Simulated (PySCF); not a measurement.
# Stretching NaC

Set-up: basis Na aug-pcseg-1, C aug-pcseg-1; no relativity; PySCF 2.14. Energies in eV from Na + C in their ground configurations at the same level. State: ⁴Σ⁻ (quartet), unpaired electrons σ ↑, π ↑↑.

```csv
R (Å),MN15
1.945,-1.584
2.036,-1.805
2.126,-1.930
2.194,-1.976
2.262,-1.993
2.330,-1.985
2.420,-1.948
2.533,-1.870
2.669,-1.749
2.850,-1.567
```

Put a parabola through the three lowest points of the MN15 curve and estimate Re, k and ωe (reduced mass 7.885 u; 1 eV/Å² = 0.16022 mdyn/Å; ωe = 1302.8·√(k/μ) cm⁻¹).

Through R = 2.194, 2.262, 2.33 Å the second-order coefficient is 2.70 eV/Å², so Re ≈ 2.274 Å, k ≈ 0.866 mdyn/Å and ωe ≈ 432 cm⁻¹. A polynomial fit of higher order to the unrounded MN15 energies gives Re = 2.272 Å, k = 0.789 mdyn/Å, ωe = 412 cm⁻¹; anharmonicity and rounding make the difference.

The higher-order fit for each curve: MN15: Re = 2.272 Å, ωe = 412 cm⁻¹, De = 1.99 eV.

The state is the lowest determinant that a PBE0 search found; another state may lie lower at other levels.
